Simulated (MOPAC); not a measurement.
Input for MOPAC: AM1 on CH4 (SMILES C).

```
AM1 1SCF PRECISE CHARGE=0 THREADS=1
CH4

C      0.00000000 1     0.00000000 1     0.00000000 1
H      0.00000000 1     1.08744517 1     0.00000000 1
H     -0.51262657 1    -0.36248173 1     0.88789526 1
H     -0.51262657 1    -0.36248173 1    -0.88789526 1
H      1.02525314 1    -0.36248173 1     0.00000000 1
```

It printed:

```
*******************************************************************************
 **                                                                           **
 **                              MOPAC v23.2.5                                **
 **                                                                           **
 *******************************************************************************
 ** MOPAC's Digital Object Identifier: https://doi.org/10.5281/zenodo.6511958 **
 **                                                                           **
 ** Please cite the open-source release paper for use of this MOPAC version:  **
 ** J. E. Moussa and J. J. P. Stewart (2026)                                  **
 ** MOPAC: An open-source semiempirical molecular orbital program             **
 ** J. Open Source Softw., 11(119), 8025, https://doi.org/10.21105/joss.08025 **
 *******************************************************************************

                              AM1 CALCULATION RESULTS

 *******************************************************************************
 *  AM1        - The AM1 Hamiltonian to be used
 *
 *
 *
 *                 CHARGE ON SYSTEM = 0
 *
 *
 *
 *  PRECISE    - TIGHTER CRITERIA TO BE USED
 *  1SCF       - DO 1 SCF AND THEN STOP
 *  THREADS=1  - MULTI-THREADING NOT USED
 *  T=         - A TIME OF 172800.0 SECONDS REQUESTED
 *  DUMP=N     - RESTART FILE WRITTEN EVERY 7200.0 SECONDS REQUESTED
 *******************************************************************************
AM1 1SCF PRECISE CHARGE=0 THREADS=1
 CH4

   ATOM   CHEMICAL          X               Y               Z
  NUMBER   SYMBOL      (ANGSTROMS)     (ANGSTROMS)     (ANGSTROMS)

     1       C          0.00000000  *   0.00000000  *   0.00000000  *
     2       H          0.00000000  *   1.08744517  *   0.00000000  *
     3       H         -0.51262657  *  -0.36248173  *   0.88789526  *
     4       H         -0.51262657  *  -0.36248173  *  -0.88789526  *
     5       H          1.02525314  *  -0.36248173  *   0.00000000  *



          CARTESIAN COORDINATES

    NO.       ATOM           X           Y           Z

     1         C          0.0000      0.0000      0.0000
     2         H          0.0000      1.0874      0.0000
     3         H         -0.5126     -0.3625      0.8879
     4         H         -0.5126     -0.3625     -0.8879
     5         H          1.0253     -0.3625      0.0000

  H: (AM1): M.J.S. DEWAR ET AL, J. AM. CHEM. SOC. 107 3902-3909 (1985)
  C: (AM1): M.J.S. DEWAR ET AL, J. AM. CHEM. SOC. 107 3902-3909 (1985)

           Empirical Formula: C H4  =     5 atoms



      MOLECULAR POINT GROUP   :   Td


      RHF CALCULATION, NO. OF DOUBLY OCCUPIED LEVELS = 4


 -------------------------------------------------------------------------------
 AM1 1SCF PRECISE CHARGE=0 THREADS=1
 CH4



     1SCF WAS SPECIFIED, SO BFGS WAS NOT USED
     SCF FIELD WAS ACHIEVED


                              AM1 CALCULATION
                                                       MOPAC v23.2.5 Linux




          FINAL HEAT OF FORMATION =         -7.71751 KCAL/MOL =     -32.29006 KJ/MOL


          COSMO AREA              =         54.93 SQUARE ANGSTROMS
          COSMO VOLUME            =         37.14 CUBIC ANGSTROMS

          IONIZATION POTENTIAL    =         13.433868 EV
          HOMO LUMO ENERGIES (EV) =        -13.434  4.754
          NO. OF FILLED LEVELS    =          4
          MOLECULAR WEIGHT        =         16.0426         POINT GROUP:  Td

          MOLECULAR DIMENSIONS (Angstroms)

            Atom       Atom       Distance
            H     5    H     2     1.77579
            H     3    H     4     1.77579
            H     2    H     3     1.25567


          SCF CALCULATIONS        =          1





   ATOM   CHEMICAL          X               Y               Z
  NUMBER   SYMBOL      (ANGSTROMS)     (ANGSTROMS)     (ANGSTROMS)

     1       C          0.00000000  *   0.00000000  *   0.00000000  *
     2       H          0.00000000  *   1.08744517  *   0.00000000  *
     3       H         -0.51262657  *  -0.36248173  *   0.88789526  *
     4       H         -0.51262657  *  -0.36248173  *  -0.88789526  *
     5       H          1.02525314  *  -0.36248173  *   0.00000000  *

                             CARTESIAN COORDINATES

   1    C        0.000000000     0.000000000     0.000000000
   2    H        0.000000000     1.087445170     0.000000000
   3    H       -0.512626570    -0.362481730     0.887895260
   4    H       -0.512626570    -0.362481730    -0.887895260
   5    H        1.025253140    -0.362481730     0.000000000


           Empirical Formula: C H4  =     5 atoms



      MOLECULAR POINT GROUP   :   Td


                  EIGENVALUES
 -29.35895 -13.43387 -13.43387 -13.43387   4.75401   4.75401   4.75401   5.39057


              NET ATOMIC CHARGES AND DIPOLE CONTRIBUTIONS

  ATOM NO.   TYPE          CHARGE      No. of ELECS.   s-Pop       p-Pop
    1          C          -0.261706        4.2617     1.21630     3.04541
    2          H           0.065427        0.9346     0.93457
    3          H           0.065427        0.9346     0.93457
    4          H           0.065427        0.9346     0.93457
    5          H           0.065427        0.9346     0.93457
 DIPOLE           X         Y         Z       TOTAL
 POINT-CHG.     0.000     0.000    -0.000     0.000
 HYBRID        -0.000    -0.000     0.000     0.000
 SUM           -0.000    -0.000    -0.000     0.000


          ATOMIC ORBITAL ELECTRON POPULATIONS

     Atom    s        px        py        pz
    1  C   1.21630   1.01514   1.01514   1.01514
    2  H   0.93457
    3  H   0.93457
    4  H   0.93457
    5  H   0.93457

 **********************
 *                    *
 * JOB ENDED NORMALLY *
 *                    *
 **********************




 == MOPAC DONE ==
```

The run finished.

Cost: very roughly 0.03 core-seconds.
